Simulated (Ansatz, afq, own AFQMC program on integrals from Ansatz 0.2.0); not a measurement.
# GeNH₂, quartet in cc-pVDZ, levels against CCSDT(Q)

```xyz
4

Ge    0.0025    0.0446    0.3220
N    -0.0742   -0.1716   -1.5955
H     0.2844   -1.3181    1.0220
H     0.5668    0.4872   -2.0539
```

Connectivity, by distances: GeH–NH.

Basis cc-pVDZ. Noble-gas cores (and the filled d shells of Ga–Kr and In–Xe) are frozen. Ansatz 0.2.0 and our own AFQMC program on the same integrals; the CISD trial comes from CCSD amplitudes, and released means the phaseless constraint is let go. Free projection: walkers drawn from exp(T), propagated without any constraint. Its projection time is finite, and what remains of the start isn't in its error. ± is one standard error of the sampling. No spin–orbit coupling.

Determinant: UHF, the one that the program's search chose, which needn't be the lowest solution. The geometry is a point of a scan.

No full CI on the walks' own integrals is used here; CCSDT(Q) serves as the reference and is uncertain by about the last step of the cluster series.

Cautions: no relativity below Rb; no spin-orbit coupling; inner d shell frozen; lower spins were not checked.

The T1 diagnostic is 0.0211, the weight of the determinant in the CISD state is 0.891 and the ⟨S²⟩ of the determinant is 3.783. The size of the correlated space is 11 electrons in 36 orbitals.

| level | correlation energy (eV) |
| --- | --- |
| MP2 | -5.2870 |
| CCSD | -6.1510 |
| CCSD(T) | -6.3157 |

Estimate where free-projection AFQMC lies against CCSD(T) on the same integrals.

1.11 ± 0.30 kcal/mol below CCSD(T).

Reference: CCSDT(Q), correlation energy -6.359 eV. The released energy is read at 2.40 1/Eh (meV from the phaseless value at times in 1/Eh: -7 ± 15 at 0.24, -14 ± 12 at 0.51, -3 ± 11 at 0.99, 4 ± 10 at 1.62, 1 ± 13 at 2.40).

| level | E − E(reference) (kcal/mol) | share of correlation (%) |
| --- | --- | --- |
| CCSD(T) | 1.00 | 99.32 |
| CCSDT | 0.32 | 99.78 |
| ph-AFQMC/HF | 2.18 ± 1.19 | 98.51 |
| ph-AFQMC/CISD | 0.26 ± 0.60 | 99.82 |
| released AFQMC | 0.27 ± 0.31 | 99.82 |
| free AFQMC | -0.10 ± 0.30 | 100.07 |

Free projections are given only where their last times agree within the noise and don't stop above the reference; a slow remainder of the start can still hide under it. Released energies are given only where the last usable release times agree within the noise; a slower fall can still hide under it.
